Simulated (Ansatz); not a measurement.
# [GeH3···H···CH2], triplet: transfer scan

Starting geometry:

```xyz
8

Ge   -0.5259    0.0000    0.0000
H    -1.0374    1.4466    0.0000
H    -1.0373   -0.7233    1.2528
H    -1.0374   -0.7233   -1.2528
H     1.0084    0.0000    0.0000
C     2.8151    0.0000    0.0000
H     3.2296    0.0000    0.9962
H     3.2296    0.0000   -0.9962
```

From there H5 is moved from one fragment to the other while all else, the fragments' distance too, stays fixed; atoms are numbered as listed. Energies are in kJ/mol, counted from the starting geometry at the same level.

Basis cc-pVDZ; Ansatz 0.2.0. Only valence electrons are correlated (noble-gas cores and the filled d shells of p-block atoms frozen). R marks a restricted (for open shells ROHF) determinant, U an unrestricted one. Active spaces: frontier = (10e, 10o) about the gap. No spin–orbit coupling is included, and no scalar relativity.

Runs in a small pair space aren't shown, since their orbitals change along the scan. A value is left out where its run failed or describes another state than the reference as far as symmetry and spin tell, or, spin-broken singlets apart, can't be checked.

Full CI isn't at hand for all of this; UCCSDT(Q) serves as the reference, and is uncertain by about the last step of the cluster series. The frozen core follows each run's orbitals, which can shift R against U totals by a few meV for light atoms and by up to 0.1 eV past Ca.

| distance Ge1-H5 (Å) | UCCSDT(Q) | error RMP2 | error RCCSD | error UCCSD | error UCCSD(T) | error BCCD(T) | error MRCISD (frontier space) |
| --- | --- | --- | --- | --- | --- | --- | --- |
| 1.534 | 0.0 | 0.0 | 0.0 | 0.0 | 0.0 | 0.0 | 0.0 |
| 1.637 | 0.3 | 2.7 | 1.3 | 1.2 | 0.3 | 0.3 | – |
| 1.841 | -4.6 | 1.4 | 4.1 | 3.4 | 0.8 | 0.8 | 0.2 |
| 2.046 | -50.9 | -1.8 | 3.0 | 2.6 | 0.4 | 0.6 | 0.2 |
| 2.251 | -88.0 | -5.2 | 1.1 | 0.8 | 0.0 | 0.3 | -0.7 |

Errors are those of relative energies. In total energy the starting point itself misses UCCSDT(Q) by: RMP2 148.7, RCCSD 16.4, UCCSD 16.2, UCCSD(T) 3.2, BCCD(T) 3.3, MRCISD (frontier space) 49.0 kJ/mol.

Spread of the error over the points with a reference, to 2.251 Å (largest less smallest): BCCD(T) 0.8, UCCSD(T) 0.8, MRCISD (frontier space) 0.9 (4 of 5 points), UCCSD 3.4, RCCSD 4.1, RMP2 7.9 kJ/mol.
